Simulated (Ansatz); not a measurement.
Results of PBE0 (Ansatz, an electronic-structure program, plane waves, PAW) for bcc V.

Settings: plane-wave cutoff 460 eV, 14×14×14 k mesh, Fermi–Dirac smearing 0.05 eV, no spin polarisation, scalar-relativistic PAW data made under PBE.

Computed at the level's own relaxed cell.

### Question
Give the computed equilibrium volume per atom, bulk modulus and equilibrium lattice constant a.

### Answer

- equilibrium volume per atom: 12.99 Å³/atom
- bulk modulus: 211 GPa
- equilibrium lattice constant a: 2.962 Å

Measured, for comparison: equilibrium volume per atom 13.79 Å³/atom, lattice constant a 3.021 Å (static lattice: zero-point anharmonic expansion removed; as tabulated in Mejia-Rodriguez and Trickey (2018), arXiv:1807.09216); bulk modulus 161 GPa (corrected for temperature and zero-point phonon effects, our sources range from 159 to 166; as tabulated in Levämäki et al. (2014), arXiv:1402.3671). Computed (rounded) less measured: equilibrium volume per atom -5.8 %, bulk modulus +31 % (+27 % to +33 % over the range), lattice constant a -2.0 %.

The computed numbers hold no vibrational or temperature effects.
